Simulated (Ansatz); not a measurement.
**[CH3···H···F], doublet: the ladder up to UCCSDT(Q)**

Geometry: a point of a hydrogen-transfer path between rigid fragments, not a stationary point.

```yaml
atoms:
  - { symbol: C, position_ang: [-1.2161, 0.0000, 0.0000] }
  - { symbol: H, position_ang: [-1.5793, 1.0273, 0.0000] }
  - { symbol: H, position_ang: [-1.5793, -0.5137, 0.8897] }
  - { symbol: H, position_ang: [-1.5793, -0.5137, -0.8897] }
  - { symbol: H, position_ang: [-0.0901, 0.0000, 0.0000] }
  - { symbol: F, position_ang: [1.0249, 0.0000, 0.0000] }
```

Basis cc-pVDZ; Ansatz 0.2.0. Correlated methods freeze the noble-gas cores, which leaves 15 electrons in 46 orbitals. R marks a restricted (for open shells ROHF) determinant, U an unrestricted one. Active spaces: pair = (3e, 3o) about the gap; valence = (15e, 12o) chosen from the atoms' valence shells.

Full CI isn't at hand for all of this; UCCSDT(Q) serves as the reference, and is uncertain by about the last step of the cluster series. The frozen core follows each run's orbitals, which can shift R against U totals by a few meV.

For open shells CISD is restricted-active-space CI with the open shells as a complete middle space.

The UHF ⟨S²⟩ is 0.777, the T1 diagnostic (RCCSD) is 0.0167 and the largest doubles amplitude (RCCSD) is 0.038. The T1 diagnostic (UCCSD) is 0.0138.

```csv
level,E − E(RHF) (eV)
UHF,-0.3546
RMP2,-9.7137
UMP2,-9.5470
RCCSD,-10.3624
UCCSD,-10.3757
RCCSD(T),-10.5538
UCCSD(T),-10.5538
```

Q: Estimate how far UCCSDT(Q) in cc-pVDZ lies from RCCSD(T). The table doesn't fix it; the size of (T) and the diagnostics are the guide.

A: UCCSDT(Q) in cc-pVDZ lies 3.2 kJ/mol below RCCSD(T), which is 18 % of the (T) step (-18.5 kJ/mol). The diagnostics are small and one determinant leads, so the series closes fast and only a small part of (T) is left.

The other levels:

```json
{"level": "CISD", "E − E(UCCSDT(Q)) (kJ/mol)": "100.5", "share of correlation (%)": "90.16", "wall time": "9.5 s"}
{"level": "BCCD(T)", "E − E(UCCSDT(Q)) (kJ/mol)": "3.3", "share of correlation (%)": "99.68", "wall time": "6 s"}
{"level": "RCCSDT", "E − E(UCCSDT(Q)) (kJ/mol)": "1.8", "share of correlation (%)": "99.82", "wall time": "–"}
{"level": "UCCSDT", "E − E(UCCSDT(Q)) (kJ/mol)": "1.7", "share of correlation (%)": "99.84", "wall time": "–"}
{"level": "RCCSDT(Q)", "E − E(UCCSDT(Q)) (kJ/mol)": "0.0", "share of correlation (%)": "100.00", "wall time": "26 s (H100)"}
{"level": "CASSCF (valence space)", "E − E(UCCSDT(Q)) (kJ/mol)": "765.1", "share of correlation (%)": "25.11", "wall time": "–"}
{"level": "NEVPT2 (valence space)", "E − E(UCCSDT(Q)) (kJ/mol)": "130.6", "share of correlation (%)": "87.21", "wall time": "19 s (H100)"}
{"level": "MRCISD (valence space)", "E − E(UCCSDT(Q)) (kJ/mol)": "55.3", "share of correlation (%)": "94.58", "wall time": "–"}
{"level": "MRCISD+Q (valence space)", "E − E(UCCSDT(Q)) (kJ/mol)": "8.2", "share of correlation (%)": "99.20", "wall time": "29 s (H100)"}
```

The correlation energy at UCCSDT(Q), counted from RHF, is -10.587 eV. That run took 25 s on 2 threads of AMD EPYC 7R13 with a shared H100 80 GB, shared host.

Run but not shown, since their state or frozen core can't be matched to the reference's or they repeat it: CASSCF (pair space), NEVPT2 (pair space), MRCISD (pair space), MRCISD+Q (pair space).

Times hold each run's SCF and search for its determinant on a shared host, so for small cases they say little of a method's own cost; rows without a card ran on 1 thread of AMD EPYC 7R13.

Natural occupations of CASSCF (valence space) about the gap: 1.984 1.977 1.977 1.974 1.002 0.025 0.021 0.021 0.019; effectively unpaired electrons, Σ n²(2−n)², 1.01.
